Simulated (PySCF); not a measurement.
A geometry optimisation on `S=P([S-])([S-])[S-]`.

Method: PBE0-D3(BJ)/def2-SVP geometry optimisation, gas phase (PySCF 2.14.0). Start geometry: GFN2-xTB. A driver script takes a list of jobs; this job's settings line and coordinates (Å) are shown.

Command:
```bash
OMP_NUM_THREADS=1 python probes_run.py task.json out
```

Input:
```
{"job": {"xc": "PBE0", "basis": "def2-SVP", "d3": "d3bj", "grid": 1, "shake": 0.01, "kind": "geom"}, "charge": -3, "multiplicity": 1}
S      0.079790    -0.340770     2.029120
P     -0.004120    -0.003530    -0.005540
S     -0.215020     2.008120    -0.387150
S      1.773290    -0.685370    -0.856400
S     -1.600370    -1.012420    -0.817930
```

Output:
```
step   0  E = -1932.62089736  max force = 0.015732
step   1  E = -1932.62296262  max force = 0.000496
step   2  E = -1932.62296453  max force = 0.000400
optimisation converged
```

Energies in Eh; «max force» is the largest Cartesian gradient component in Eh/bohr.

Task: Give the first gradient maximum in eV/Å.

Result: With 1 Eh/bohr = 51.422 eV/Å, 0.809 eV/Å.

In short: final energy -1932.62296 Eh after 2 steps.

Task: Where do the atoms end?

Result: 0.036 Å rms from the input after alignment:
```
atom  x, y, z in Å
S1     0.0901   -0.2886    2.1381
P2     0.0313    0.0601    0.0658
S3    -0.1869    2.1206   -0.2906
S4     1.8171   -0.6218   -0.8088
S5    -1.5984   -0.9673   -0.7760
```

The ion is multiply charged and computed in the gas phase, without counter-ions or solvent; whether it holds all its electrons wasn't checked.

Task: How long does this job take on one thread, Arm Neoverse V1 (aarch64), no GPU, on a shared host? And the peak memory of the process?

Result: About 9.1 s, with 0.43 GiB resident at the peak, the Python interpreter and its libraries included.
Labels such as C1 count atoms from 1, the log's own numbers from 0.
